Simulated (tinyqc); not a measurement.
Inside a calculation. Method: MP2 on RHF in the sto-6g basis, frozen core, for BH3, spin multiplicity 1. One step of it, computed by the program tinyqc.

Task: Orthogonalisation. S = U s U^T; canonical form X = U s^(-1/2), so that X^T S X = 1. Each column of U has its largest component positive (the first on a tie).

overlap S, order 1B 1s, 1B 2s, 1B 2px, 1B 2py, 1B 2pz, 2H 1s, 3H 1s, 4H 1s:
```
[[1.000000, 0.264891, 0.000000, 0.000000, 0.000000, 0.058204, 0.058248, 0.058248],
 [0.264891, 1.000000, 0.000000, 0.000000, 0.000000, 0.437702, 0.437868, 0.437868],
 [0.000000, 0.000000, 1.000000, 0.000000, 0.000000, 0.461737, -0.230990, -0.230990],
 [0.000000, 0.000000, 0.000000, 1.000000, 0.000000, 0.000000, 0.399945, -0.399945],
 [0.000000, 0.000000, 0.000000, 0.000000, 1.000000, -0.006200, -0.006204, -0.006204],
 [0.058204, 0.437702, 0.461737, 0.000000, -0.006200, 1.000000, 0.087674, 0.087674],
 [0.058248, 0.437868, -0.230990, 0.399945, -0.006204, 0.087674, 1.000000, 0.087758],
 [0.058248, 0.437868, -0.230990, -0.399945, -0.006204, 0.087674, 0.087758, 1.000000]]
```

Give: eigenvalues of S; X.

Result:

eigenvalues of S: [0.2984, 0.3888, 0.3889, 0.9560, 1.0003, 1.5234, 1.5235, 1.9207]

X, order 1B 1s, 1B 2s, 1B 2px, 1B 2py, 1B 2pz, 2H 1s, 3H 1s, 4H 1s:
```
[[-0.3549, 0.0000, -0.0005, 0.9625, 0.0757, 0.0000, 0.0001, 0.1922],
 [1.3782, 0.0000, 0.0015, -0.0325, 0.0102, 0.0000, 0.0002, 0.4743],
 [-0.0016, 0.0000, 1.0892, 0.0000, 0.0000, 0.0000, 0.5946, -0.0002],
 [0.0000, 1.0893, 0.0000, 0.0000, 0.0000, 0.5946, 0.0000, 0.0000],
 [-0.0176, 0.0000, 0.0000, -0.0817, 0.9966, 0.0000, 0.0000, -0.0059],
 [-0.6633, 0.0000, -0.9616, -0.1931, -0.0153, 0.0000, 0.4494, 0.2935],
 [-0.6653, -0.8323, 0.4798, -0.1930, -0.0153, 0.3891, -0.2245, 0.2938],
 [-0.6653, 0.8323, 0.4798, -0.1930, -0.0153, -0.3891, -0.2245, 0.2938]]
```
